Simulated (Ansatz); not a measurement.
C3H7NO2, SMILES `COCC(=N)O`. The species carries charge 0 and has multiplicity 1.

```xyz
13

C     0.113    0.853    1.628
O     0.530   -0.399    1.134
C    -0.301   -0.894    0.129
C     0.023   -0.321   -1.229
N     1.037    0.348   -1.558
O    -0.929   -0.633   -2.123
H     0.834    1.155    2.387
H    -0.881    0.781    2.088
H     0.082    1.615    0.841
H    -1.363   -0.712    0.347
H    -0.161   -1.978    0.082
H     1.651    0.460   -0.755
H    -0.634   -0.276   -2.972
```

Task: Give the diagnostics of a CCSD(T)/def2-TZVPP run (frozen core, the Gaussian-basis code of Ansatz). (An estimate is asked.)

Result: The calculation gave: T1 = 0.0125, largest single amplitude 0.017, largest double 0.039, (T) share of the correlation energy 4.0 %, 9 CCSD cycles. The RHF solution is stable towards an unrestricted one. T1 lies under the customary mark of 0.02 for closed shells.
